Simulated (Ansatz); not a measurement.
C2H7NS2 (`CNC(S)S`), relaxed with RKS PBE-D4/def2-SVP in the Gaussian-basis code of Ansatz from a rough embedded geometry. The force threshold is 0.03 eV/Å; the program also tests the step.

Charge 0, multiplicity 1.

Start:

```xyz
12

C    -0.925   -0.841   -0.759
N     0.005   -0.725    0.292
C     0.691    0.552    0.358
S     1.724    0.976   -1.043
S    -0.339    1.929    0.872
H    -1.789   -0.061   -0.668
H    -0.521   -0.746   -1.744
H    -1.447   -1.778   -0.682
H    -0.478   -0.899    1.222
H     1.450    0.420    1.200
H     2.231   -0.278   -1.185
H    -0.602    1.452    2.139
```

How much energy does the relaxation release, and in how many steps? (An estimate is asked.)

The calculation gave: 48.72 kJ/mol, in 6 steps.

Which bonds change most? (Best estimate.)

Computed: C3–S5 from 1.795 to 1.906 Å; C3–S4 from 1.791 to 1.848 Å; C1–H6 from 1.168 to 1.116 Å; C1–N2 from 1.408 to 1.455 Å.

Give the relaxed structure. (An estimate is asked.)

Ansatz gave: 
```xyz
12

C    -1.006   -0.835   -0.758
N     0.032   -0.776    0.261
C     0.695    0.462    0.467
S     1.733    0.970   -0.976
S    -0.382    2.010    0.744
H    -1.853   -0.136   -0.561
H    -0.569   -0.560   -1.739
H    -1.394   -1.869   -0.828
H    -0.285   -1.165    1.155
H     1.336    0.378    1.365
H     2.188   -0.294   -1.217
H    -0.495    1.815    2.088
```
